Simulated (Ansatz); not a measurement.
Basis sets over 5 cases of the highest harmonic wavenumber at HF with Ansatz (elements up to F), each against its own reference: (a) the value in aug-pcseg-2; (b) the value in def2-QZVPP; (c) the value in def2-QZVPPD (pcseg sets are built for DFT). By their distance from other large sets or by the extrapolation step the references are unsure by up to roughly 8 cm⁻¹ and lie short of the limit. Each level at its own minimum, unscaled; unrestricted open shells; no added dispersion term; no relativity. Cartesian d functions in some cases of 6-31G*, 6-31+G*. Core-valence sets carry the plain set on hydrogen. 

Cases are drawn at random; left out are references unsure by over 17 cm⁻¹, runs with very soft modes, doubtful singlets, and cases whose largest runs show a restricted determinant unstable towards unrestricted orbitals, <S^2> over 0.1 too high or, where CCSD(T) ran, T1 over 0.025 (0.045 for open shells). Sets are drawn from those converged to one state in every case.

Cases (SMILES) and reference values:
- C(=[N])=O, doublet: 2007 cm⁻¹ (b)
- [CH3] (CH3), doublet: 3413 cm⁻¹ (a)
- [BH2] (BH2), doublet: 2824 cm⁻¹ (c)
- C (CH4): 3255 cm⁻¹ (a)
- C#C (C2H2): 3669 cm⁻¹ (a)

| basis | functions over def2-SVP (largest species, mean of cases) | mean signed deviation (cm⁻¹) | mean absolute | largest | within 50 cm⁻¹ |
|---|---|---|---|---|---|
| def2-SV(P) | 0.8 | 17 | 24 | 39 | 5 of 5 |
| 6-31G* | 0.8 | 28 | 48 | 50 | 5 of 5 |
| cc-pVDZ | 1.0 | 13 | 21 | 30 | 5 of 5 |
| pcseg-1 | 1.0 | 35 | 39 | 67 | 4 of 5 |
| def2-SVP | 1.0 | 17 | 24 | 40 | 5 of 5 |
| 6-31+G* | 1.0 | 26 | 45 | 49 | 5 of 5 |
| 6-311G** | 1.3 | -6 | 9 | 22 | 5 of 5 |
| 6-311+G** | 1.4 | -5 | 7 | 21 | 5 of 5 |
| def2-SVPD | 1.5 | 14 | 17 | 27 | 5 of 5 |
| aug-pcseg-1 | 1.7 | 23 | 23 | 49 | 5 of 5 |
| def2-TZVP | 1.9 | -2 | 3 | 5 | 5 of 5 |
| 6-311++G(2d,2p) | 2.0 | -4 | 5 | 18 | 5 of 5 |
| pcseg-2 | 2.4 | -4 | 4 | 15 | 5 of 5 |
| cc-pVTZ | 2.4 | -3 | 5 | 9 | 5 of 5 |
| def2-TZVPP | 2.4 | -3 | 3 | 6 | 5 of 5 |
| jun-cc-pV(T+d)Z | 2.8 | -6 | 6 | 10 | 5 of 5 |
| def2-TZVPPD | 2.9 | -3 | 3 | 6 | 5 of 5 |
| cc-pCVTZ | 3.0 | -7 | 7 | 10 | 5 of 5 |
| 6-311++G(3df,3pd) | 3.1 | -2 | 8 | 13 | 5 of 5 |
| aug-cc-pVTZ | 3.8 | -4 | 5 | 10 | 5 of 5 |

Among the sets for which every case ran a larger relative (same family, alike in diffuse functions, listed or not), the smallest listed that holds all cases within 50 cm⁻¹ together with them is def2-SV(P), at 0.8 times the functions of def2-SVP, level with 6-31G*. Inside, though some case ran no larger relative to test it: 6-311G**, pcseg-2, cc-pVTZ, def2-TZVPP, def2-TZVPPD, cc-pCVTZ, 6-311++G(3df,3pd), aug-cc-pVTZ. Largest deviations of relatives not listed, over the cases that ran them: 6-31G** 49, def2-TZVPD 6, pcseg-3 2, def2-QZVPPD 0, aug-pcseg-2 4, cc-pVQZ 1, def2-QZVPP 0, def2-QZVP 0 cm⁻¹. A case lies within its reference's uncertainty of the window's edge in 6-31G*, pcseg-1, 6-31+G*, aug-pcseg-1, 6-31G**. These figures hold for the cases listed.

Ansatz is a program for electronic structure.
